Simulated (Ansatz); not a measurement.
Ge2W: computed properties

Level of theory: DFT r2SCAN, scalar-relativistic, plane waves, PAW (Ansatz 0.2.0).

Cutoff 500 eV; k points 18×18×18 on the computed 3-atom cell (Γ-centred); Gaussian smearing, width 0.10 eV; no spin polarisation.

The structure is relaxed at this level of theory with its symmetry kept. Whether it is the stable form of this composition wasn't checked.

```cif
data_structure
_symmetry_space_group_name_H-M 'I4/mmm'
_symmetry_Int_Tables_number 139
_cell_length_a 3.3231
_cell_length_b 3.3231
_cell_length_c 8.1805
_cell_angle_alpha 90.000
_cell_angle_beta 90.000
_cell_angle_gamma 90.000
_cell_volume 90.34
loop_
_atom_site_label
_atom_site_type_symbol
_atom_site_symmetry_multiplicity
_atom_site_Wyckoff_symbol
_atom_site_fract_x
_atom_site_fract_y
_atom_site_fract_z
_atom_site_occupancy
Ge1 Ge 4 e 0.00000 0.00000 0.33774 1
W1 W 2 a 0.00000 0.00000 0.00000 1
```

**Question.** Formation energy from the elements' standard states (uncorrected)?

**Answer.** +0.127 eV/atom.

**Question.** Density of states at the Fermi level?

**Answer.** 0.44 states/eV per cell.

**Question.** Löwdin character within 0.5 eV of the Fermi level?

**Answer.** W 5d 71 %, Ge 4p 19 %, Ge 4s 8 %.

**Question.** Bader charges (e)?

**Answer.** Ge (2 in the cell) -0.18, W (1 in the cell) 0.36.

Spin-orbit coupling is left out, which matters for the bands of heavy elements.

Cost: 1 run of about 4.8 core-minutes, on Arm Neoverse V1 (shared hosts).